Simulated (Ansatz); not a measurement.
**BCl (SMILES [B]Cl): levels of theory compared**

Aim: a comparison of 6 runs (B2PLYP/STO-3G, r2SCAN/STO-3G, wB97M-V/STO-3G, MP2/STO-3G, BCCD(T)/STO-3G, CCSD/STO-3G) of BCl. 

The results are computed with Ansatz 0.2.0.

40 further runs of the same task are left out: 1 that didn't finish, 39 set aside as unsound or not needed.

## 1. The system as given

BCl: 2 atoms, total charge 0, spin state singlet. SMILES: `[B]Cl`. The Cl2–B1 distance was set to 2.577 Å, away from the relaxed value.

Bond lengths: B1–Cl2 2.577 Å.

## 2. The energy at B2PLYP/STO-3G (run 1)

run.yaml reads:

```yaml
crystal:
  periodic: [false, false, false]
  atoms:
    - {symbol: B, position_ang: [-0.000000, -0.000000, -0.928610]}
    - {symbol: Cl, position_ang: [0.000000, 0.000000, 1.648190]}
basis:
  gaussian: {orbitals: STO-3G}
hamiltonian: {xc: {name: B2PLYP}}
correlation: {frozen_orbitals: {B: 1, Cl: 5}}
accuracy: high
```

The run is started by

```console
$ ansatz run run.yaml --threads 1 --pin off --max-ram 3480MiB --events-out events.jsonl --progress --plain --runs-dir runs
```

Log:

```text
Warning: RAYON_NUM_THREADS=1 ignored (pool sized by the plan → 1); use --threads N
Functional definition: B2PLYP
  name "B2PLYP"
  parameter a = 0.53
  parameter c = 0.27
  exchange = (1 - a)*b88_x + a*exact_x
  correlation = (1 - c)*lyp_c + c*(mp2_os + mp2_ss)
216 factors; integrals over basis functions are off by at most 1.9e-8 eV
mean field evaluation 1: about -13039.6596 eV, gradient 1.2e1 eV
mean field evaluation 2: about -13039.6738 eV, gradient 1.2e1 eV
mean field evaluation 4: about -13041.0843 eV, gradient 1.5e1 eV
mean field evaluation 8: about -13042.3719 eV, gradient 9.2e-2 eV
mean field evaluation 16: about -13042.3720 eV, gradient 1.1e-7 eV
mean field -13042.37195605 eV, -479.2983289477 hartree, gradient 4.9e-8 eV, S^2 0.000000; 0 other end points of the search recorded, 0 dependent functions left out
6 core orbitals not correlated: weight in the atoms' cores, before any rotation towards them, 1.000 or more for the frozen orbitals, at most 0.000 for the correlated occupied ones
reference -13042.37197110 eV, -479.2983295005 hartree; 5, 5 occupied and 3, 3 virtual orbitals, 216 factors
second order -2.12004271 eV of doubles, -0.00000000 eV of singles
Total energy: -13042.94438263 eV, -479.3193652364 hartree
```

It took 0.54 s on 1 thread of Intel Xeon Platinum 8488C (Sapphire Rapids), shared host.

## 3. A single-point energy at r2SCAN/STO-3G (run 2)

job.yaml reads:

```yaml
crystal:
  periodic: [false, false, false]
  atoms:
    - {symbol: B, position_ang: [-0.000000, -0.000000, -0.928610]}
    - {symbol: Cl, position_ang: [0.000000, 0.000000, 1.648190]}
basis:
  gaussian: {orbitals: STO-3G}
hamiltonian: {xc: r2scan}
accuracy: high
```

The run is started by

```console
$ ansatz run job.yaml --threads 1 --pin off --max-ram 3480MiB --events-out events.jsonl --progress --plain --runs-dir runs
```

Log:

```text
Warning: RAYON_NUM_THREADS=1 ignored (pool sized by the plan → 1); use --threads N
Functional definition: r2SCAN
  name "r2SCAN"
  parameter k0 = 0.174
  parameter k1 = 0.065
  parameter a1 = 4.9479
  exchange = r2scan_x(k0 = k0, k1 = k1, a1 = a1)
  correlation = r2scan_c
216 factors; integrals over basis functions are off by at most 1.9e-8 eV
mean field evaluation 1: about -13044.8112 eV, gradient 1.3e1 eV
mean field evaluation 2: about -12816.9950 eV, gradient 1.2e2 eV
mean field evaluation 4: about -13047.7748 eV, gradient 2.3e0 eV
mean field evaluation 8: about -13047.7961 eV, gradient 7.6e-2 eV
mean field evaluation 16: about -13047.7962 eV, gradient 1.6e-6 eV
mean field -13047.79616257 eV, -479.4976648605 hartree, gradient 4.9e-8 eV, S^2 0.000000; 0 other end points of the search recorded, 0 dependent functions left out
reference -13047.79616283 eV, -479.4976648702 hartree; 11, 11 occupied and 3, 3 virtual orbitals, 216 factors
Total energy: -13047.79616283 eV, -479.4976648702 hartree
```

It took 0.87 s on 1 thread of Intel Xeon Platinum 8488C (Sapphire Rapids), shared host; peak memory 0.12 GiB.

Runs 3 to 5 aren't shown in full; the table further down has their settings and results.

## 4. A single-point energy at CCSD/STO-3G (run 6)

in.yaml reads:

```yaml
crystal:
  periodic: [false, false, false]
  atoms:
    - symbol: B
      position_ang: [-0.000000, -0.000000, -0.928610]
    - symbol: Cl
      position_ang: [0.000000, 0.000000, 1.648190]
basis:
  gaussian: {orbitals: STO-3G}
correlation: {method: ccsd, frozen_orbitals: {B: 1, Cl: 5}}
accuracy: high
scf: {omitted_lower_state_checks: [cluster_reference, increment]}
```

The run is started by

```console
$ ansatz run in.yaml --threads 1 --pin off --max-ram 3480MiB --events-out events.jsonl --progress --plain --runs-dir runs
```

Log, cut to the lines that bear on the results:

```text
Warning: RAYON_NUM_THREADS=1 ignored (pool sized by the plan → 1); use --threads N
Functional definition: HF
  name "HF"
[...]
216 factors; integrals over basis functions are off by at most 1.9e-8 eV
[...]
mean field -13027.22118048 eV, -478.7415482151 hartree, gradient 1.8e-8 eV, S^2 0.000000; 0 other end points of the search recorded, 0 dependent functions left out; unrestricted orbitals would lower it
6 core orbitals not correlated: weight in the atoms' cores, before any rotation towards them, 1.000 or more for the frozen orbitals, at most 0.000 for the correlated occupied ones
reference -13027.22118048 eV, -478.7415482151 hartree; 5, 5 occupied and 3, 3 virtual orbitals, 216 factors
second order -1.22240745 eV of doubles, -0.00000000 eV of singles
cycle   1  -1.58091355 eV  change   -3.6e-1 eV  update   1.2e-1
[...]
cycle  24  -2.07041976 eV  change   7.4e-10 eV  update  7.2e-10
Total energy: -13029.29160024 eV, -478.8176347378 hartree
Checks for a lower state left out: cluster_reference, increment
```

It took 0.14 s on 1 thread of Intel Xeon Platinum 8488C (Sapphire Rapids), shared host.

## 5. Overview of the runs

```tsv
run	level	frozen core orbitals	energy (Eh)	wall time
1	B2PLYP/STO-3G	6	-479.319365	0.54 s
2	r2SCAN/STO-3G	–	-479.497665	0.87 s
3	wB97M-V/STO-3G	–	-479.565858	3.3 s
4	MP2/STO-3G	6	-478.786471	0.08 s
5	BCCD(T)/STO-3G	6	-478.820251	0.2 s
6	CCSD/STO-3G	6	-478.817635	0.14 s
```

## 6. What came out

| quantity | value |
| --- | --- |
| run 6: total energy | -478.81763 Eh |
| run 6: correlation energy (6 core orbitals frozen) | -76.1 mEh |
| run 6: T1 diagnostic | 0.030 |

What this shows: Totals of different functionals can't be ranked against each other. In runs 4, 5, 6 the log says that unrestricted orbitals would lower the reference, so the values rest on an unstable closed-shell determinant (other closed-shell runs at this shape may share the fault). In runs 1, 2, 3, 4, 5, 6 the basis is minimal, so the values are rough. All runs together took 5.1 s, the longest 3.3 s.
